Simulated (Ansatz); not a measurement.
Cost and result for the atomization energy of C3H3F2N, SMILES `FCC1=C(F)N1` (9 atoms, 9 bonds).

Cartesian coordinates in Å:
```
F -0.392 -0.853 2.010
C 0.318 0.102 1.300
C -0.053 0.131 -0.101
C -0.689 0.307 -1.189
F -1.495 1.007 -1.920
N -0.019 -0.904 -1.365
H 0.109 1.081 1.743
H 1.381 -0.124 1.422
H 0.842 -0.746 -1.899
```

Charge 0, multiplicity 1. All single points use the PBE0-D4/def2-TZVP geometry. It is one conformer, not always the lowest. Program: Ansatz. All runs use 4 threads of an Arm Neoverse V2 on a shared host. Times are those of one run each, without the atoms' runs, and a repeat can differ threefold. Electronic energies, without spin–orbit coupling; frozen cores. CCSD(T)/CBS adds CCSD(T) − MP2 in def2-TZVPP to the MP2 limit, and its time is that of the two runs behind it. T1 = 0.013. B3LYP takes the VWN-RPA correlation (the form of Gaussian; ORCA's B3LYP/G).

CCSD(T)/CBS is a level of theory with its own doubt, some kJ/mol a heavy atom from the limit and from the frozen cores, so smaller differences don't rank the functionals.

| level | functions | wall time | atomization (kcal/mol) | difference from CCSD(T)/CBS | per bond |
| --- | --- | --- | --- | --- | --- |
| PBE-D4/def2-TZVPP (with forces) | 228 | 1.9 s | 894.9 | 54.3 | 6.0 |
| PBE0-D4/def2-TZVPP | 228 | 2.3 s | 857.4 | 16.8 | 1.9 |
| B3LYP-D4/def2-TZVPP (with forces) | 228 | 3.4 s | 845.6 | 5.0 | 0.6 |
| r2SCAN-D4/def2-TZVPP (with forces) | 228 | 3.8 s | 849.5 | 8.9 | 1.0 |
| B2PLYP/def2-TZVPP | 228 | 4.6 s | 836.6 | -4.0 | -0.4 |
| ωB97X-V/def2-TZVPP | 228 | 6 s | 847.3 | 6.7 | 0.7 |
| ωB97M-V/def2-TZVPP (with forces) | 228 | 8.5 s | 848.4 | 7.8 | 0.9 |
| MP2/def2-QZVPP | 432 | 17 s | 862.6 | 22.0 | 2.4 |
| CCSD(T)/def2-TZVPP | 228 | 2.5 min | 813.5 | -27.1 | -3.0 |
| CCSD(T)/CBS(def2) | – | 2.8 min | 840.6 | 0.0 | 0.0 |

In def2-TZVPP, CCSD(T) changes the Hartree–Fock value by +272.2 kcal/mol (the triples alone add +21.8 kcal/mol) and MP2 by +305.2 kcal/mol; breaking electron pairs costs correlation energy, which Hartree–Fock lacks. From PBE to PBE0 (25 % exact exchange), in def2-TZVPP and without D4, the atomization energy moves by −36.9 kcal/mol: exact exchange takes away binding that semilocal exchange gives to molecules. The D4 term adds +5.5 kcal/mol with B3LYP and +2.9 kcal/mol with PBE0; it sums over pairs of atoms, weighted by their polarisabilities, and B3LYP, whose exchange is more repulsive, gets the larger term.
